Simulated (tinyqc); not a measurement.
Inside a calculation (part 2 of 2). Method: LCCD on RHF in the sto-6g basis, for H2F+, spin multiplicity 1. Computed by tinyqc, a small Python program that keeps every step (integrals from PySCF). Command: `OMP_NUM_THREADS=1 python tinyqc.py 26509 26510 out.jsonl` (the two numbers bound the seeds that draw the settings). One thread of a shared host (Intel(R) Xeon(R) Processor @ 2.60GHz), about 0.2 s of CPU time with the checks.

Geometry (angstrom):
```
atom         x          y         z
F     0.000000   0.000000  0.000000
H     0.000000   0.926000  0.511000
H     0.000000  -0.926000  0.511000
```

## LCCD: convergence

E_corr = 1/4 sum <ij||ab> t_ij^ab; stop when the norm of the change is below 1e-8.

Course of the amplitude iterations:
```
update  correlation energy (hartree)  norm of the change
0                        -0.03525394                   -
1                        -0.04300792            5.88e-02
2                        -0.04513259            1.93e-02
3                        -0.04615450            7.18e-03
4                        -0.04614759            8.65e-04
5                        -0.04614992            1.91e-04
6                        -0.04614983            1.35e-05
7                        -0.04614984            1.16e-06
8                        -0.04614984            1.59e-07
9                        -0.04614984            4.66e-08
10                       -0.04614984            5.36e-09
```

Converged amplitudes (spin orbitals 1a, 1b, ...; amplitudes related by a flip of all spins are not repeated; the 24 largest):
```
from      to          t
3a 3b  7a 7b  -0.088177
3a 3b  6a 6b  -0.048724
3a 4b  6b 7a  -0.048641
4a 4b  6a 6b  -0.045679
3a 4b  6a 7b   0.032947
2a 3b  6a 7b   0.029113
2a 4b  6a 6b  -0.028497
4a 4b  7a 7b  -0.024295
2a 2b  6a 6b  -0.017860
3a 4a  6a 7a  -0.015694
2a 3b  6b 7a  -0.015372
2a 3a  6a 7a   0.013741
2a 2b  7a 7b  -0.013143
5a 5b  6a 6b  -0.012825
5a 5b  7a 7b  -0.007606
2a 4b  7a 7b   0.001741
1a 2b  7a 7b  -0.000508
1a 1b  6a 6b  -0.000313
1a 3a  6a 7a  -0.000267
1a 1b  7a 7b  -0.000253
1a 4b  7a 7b   0.000182
1a 3b  6b 7a  -0.000164
1a 4b  6a 6b  -0.000144
1a 3b  6a 7b  -0.000103
```

LCCD total energy = -99.81779978 hartree

Converged in 10 updates, with DIIS from the third.
